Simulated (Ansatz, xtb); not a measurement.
## Relative energy of two isomers of H3NSi

Structure I is `N=[SiH2]`, a singlet and structure II is `N[SiH]`, a triplet. Both are isolated molecules in the gas phase, relaxed with PBE0-D4/def2-TZVP; the shapes shown needn't be the lowest conformers.

I (Å):

```yaml
atoms:
  - { symbol: N, position_ang: [0.6463, -0.3847, -1.0673] }
  - { symbol: Si, position_ang: [-0.0314, -0.0410, 0.3323] }
  - { symbol: H, position_ang: [0.0937, -0.6972, -1.8553] }
  - { symbol: H, position_ang: [-1.4667, -0.1017, 0.7288] }
  - { symbol: H, position_ang: [0.8406, 0.4089, 1.4358] }
```

II (Å):

```xyz
5

N    -2.5631    1.9241    0.1540
Si   -1.0878    1.0657    0.3532
H    -2.9089    2.5448    0.8689
H    -3.3121    1.5548   -0.4103
H     0.0910    1.5812   -0.4172
```

**Question.** Estimate which is lower in electronic energy at CCSD(T)/def2-TZVPP, and by roughly how much.

**Answer.** The CCSD(T)/def2-TZVPP calculation puts structure I lower, by 106.3 kJ/mol.

How the difference moves with the method:

```json
{"level": "HF/STO-3G", "geometry": "GFN2-xTB", "E(II) − E(I) (kJ/mol)": "−1.1", "departure from the last row (kJ/mol)": "−107.4", "job, with rough time for the two": "single point, 0.16 s"}
{"level": "r2SCAN-D4/def2-SVP", "geometry": "GFN2-xTB", "E(II) − E(I) (kJ/mol)": "+76.4", "departure from the last row (kJ/mol)": "−30.0", "job, with rough time for the two": "single point, 2.6 s"}
{"level": "PBE0-D4/def2-TZVP", "geometry": "PBE0-D4/def2-TZVP", "E(II) − E(I) (kJ/mol)": "+80.0", "departure from the last row (kJ/mol)": "−26.3", "job, with rough time for the two": "optimisation, 30 s"}
{"level": "HF/def2-TZVPP", "geometry": "PBE0-D4/def2-TZVP", "E(II) − E(I) (kJ/mol)": "+16.7", "departure from the last row (kJ/mol)": "−89.6", "job, with rough time for the two": "part of the CCSD(T) run"}
{"level": "MP2/def2-TZVPP", "geometry": "PBE0-D4/def2-TZVP", "E(II) − E(I) (kJ/mol)": "+109.3", "departure from the last row (kJ/mol)": "+2.9", "job, with rough time for the two": "part of the CCSD(T) run"}
{"level": "CCSD(T)/def2-TZVPP", "geometry": "PBE0-D4/def2-TZVP", "E(II) − E(I) (kJ/mol)": "+106.3", "departure from the last row (kJ/mol)": "", "job, with rough time for the two": "single point, 24 s"}
```

As drawn, II has 1 N–Si, 1 N–H in place of 1 N=Si, 1 Si–H.

HF/STO-3G finds them nearly level. The largest departure from CCSD(T)/def2-TZVPP is that of HF/STO-3G, 107.4 kJ/mol. At CCSD(T)/def2-TZVPP a singlet with the links of II lies below this triplet.

With harmonic frequencies from PBE0-D4/def2-TZVP (ideal gas, rigid rotor, one conformer each, 1000 K, 1 atm): on the last row, ΔE + ΔZPE = +113.5, ΔH = +113.8, ΔG = +100.3 kJ/mol.

Open shells are spin-unrestricted. The correlated steps freeze 6 core orbitals. ΔG holds the spin degeneracy. Run with Ansatz 0.2.0, xtb 6.7.1; the last row on 1 thread of Arm Neoverse V1 on a shared host.
